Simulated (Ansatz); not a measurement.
# CH2Si: the cost of one run

Computed with Ansatz 0.2.0, Gaussian basis. Level: def2-QZVPP, core rule «outside noble gas», up to 6 orbitals frozen.

Plan: UHF; ROHF; CCSD(T) on UHF.

2 further runs of the same task are left out: 2 set aside as unsound or not needed. Runs told in other sessions of the task aren't counted.

### Step 1. The system

The geometry is a PBE0/def2-TZVP stationary point (not a proven minimum) of the parent state, kept for this charge and spin.

4 atoms, charge 1, spin multiplicity 2.

Atoms are counted from 1 here; the program's logs count them from 0.

Bond lengths: Si1–C2 1.637 Å, Si1–H3 1.483 Å, C2–H4 1.078 Å. Angles: C2–Si1–H3 123.0°, Si1–C2–H4 153.9°.

### Step 2. UHF

Contents of in.yaml:

```yaml
crystal:
  periodic: [false, false, false]
  atoms:
    - {symbol: Si, position_ang: [0.000000, -0.101057, 0.500037]}
    - {symbol: C, position_ang: [0.000000, 0.164958, -1.114795]}
    - {symbol: H, position_ang: [0.000000, 0.995702, 1.498344]}
    - {symbol: H, position_ang: [0.000000, -0.145469, -2.147521]}
basis:
  gaussian: {orbitals: "def2-QZVPP.json"}
total_charge: 1
magnetization: {spin_polarized: true, initial_magnetization: 1}
hamiltonian: {xc: hf}
output: {orbitals: {seedname: orbitals}}
```

Launch:

```sh
$ ansatz run in.yaml --threads 1 --pin off --events-out ev --progress --plain --max-ram 2393MiB
```

What time and memory should one allow on 1 thread of Arm Neoverse V2, shared host?

About 16 s, with a peak of 0.37 GiB.
